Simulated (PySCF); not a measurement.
Molecule: `N#[N+][O-]`, N2O.

Mapped SMILES: `[N:1]#[N+:2][O-:3]`.

Spin–spin couplings on one PBE0-D3(BJ)/def2-SVP geometry, PySCF, gas phase, non-relativistic, equivalent pairs averaged; isotopes ¹⁵N, ¹⁷O; basis pcJ-1.

How do the couplings (Hz) change with the functional? Times are CPU seconds on shared hosts with different chips, so compare them loosely.

## Answers


| functional | functions | ¹J(N2,O3) | ¹J(N1,N2) | core-s |
| --- | --- | --- | --- | --- |
| LDA | 81 | -48.3 | -11.2 | 1 |
| PBE | 81 | -49.4 | -10.3 | 1.4 |
| KT2 | 81 | -54.7 | -13.8 | 1.6 |
| B3LYP | 81 | -52.5 | -6.0 | 1.5 |
| PBE0 | 81 | -52.7 | -5.8 | 1.2 |
| B97-2 | 81 | -50.1 | -6.2 | 1.2 |
| BHandHLYP | 81 | -59.3 | 2.0 | 3.2 |
| CAM-B3LYP | 81 | -54.6 | -4.6 | 4.2 | Left out for a near triplet instability: HF/pcJ-1.
